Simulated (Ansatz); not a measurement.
H4NP, SMILES NP, the interaction energy of a dimer with the counterpoise correction

With Ansatz's Python interface.

Interactive session:
```pycon
>>> import ansatz as az
>>> FIRST = [
...     ("N", (0.293, -0.8078, 0.1003)),
...     ("P", (-0.5822, 0.7117, -0.0985)),
...     ("H", (0.0225, -1.3942, -0.7032)),
...     ("H", (0.01, -1.2481, 0.9218)),
...     ("H", (0.2061, 1.2698, -1.1554)),
...     ("H", (0.0506, 1.4688, 0.935)),
... ]
>>> SECOND = [
...     ("N", (-5.0706, 1.4054, -1.3058)),
...     ("P", (-3.7761, 0.4424, -0.5908)),
...     ("H", (-4.6344, 1.9332, -2.0763)),
...     ("H", (-5.4169, 2.0351, -0.6482)),
...     ("H", (-3.6684, -0.5542, -1.6131)),
...     ("H", (-4.5612, -0.3692, 0.2848)),
... ]
>>> def energy(atoms, ghosts=()):
...     molecule = az.Crystal.molecule()
...     for symbol, xyz in atoms:
...         molecule = molecule.atom(symbol, xyz)
...     calc = (
...         molecule.calculation()
...         .basis(gaussian="def2-SVP")
...         .functional("B3LYP")  # exchange and correlation
...     )
...     deck = calc.input()
...     if ghosts:
...         deck = deck.set(az.key.basis.gaussian.ghost_atoms, [{"symbol": s, "position_ang": list(xyz)} for s, xyz in ghosts])
...     return az.Session.from_dict(deck).plan().execute().report["free_energy_ev"]
...
>>> # monomers in their own basis and in the basis of the dimer
>>> both = energy(FIRST + SECOND)

>>> alone = energy(FIRST) + energy(SECOND)
>>> ghosted = energy(FIRST, SECOND) + energy(SECOND, FIRST)
>>> print(f"dimer {both:.6f} eV")
dimer -21679.276587 eV
>>> print(f"interaction, uncorrected   {(both - alone):8.3f} eV")
interaction, uncorrected      0.450 eV
>>> print(f"interaction, counterpoise  {(both - ghosted):8.3f} eV")
interaction, counterpoise     0.519 eV
>>> print(f"basis-set superposition    {(alone - ghosted):8.3f} eV")
basis-set superposition       0.069 eV
```

Uncorrected it is 0.450 eV, with the counterpoise correction 0.519 eV; the difference, 0.07 eV, is the superposition error. In this basis both values are repulsive.

Total energies depend on the basis set; only differences at equal settings carry meaning. The dimer is a generated trial pose of unrelaxed monomers, not a minimum, so the figure is no binding energy, and the basis set is small. b3lyp holds the VWN-RPA fit, as in Gaussian; the form of ORCA and Turbomole is b3lyp5. This level lacks the dispersion part of the attraction (electrostatics and induction are there), which can decide the sign where the interaction is weak. Timing: 9.1 s on 1 thread of Arm Neoverse V2, with other jobs on the host, peak memory 0.25 GiB.

(Lines on the test bed's own set-up are left out of the output.)
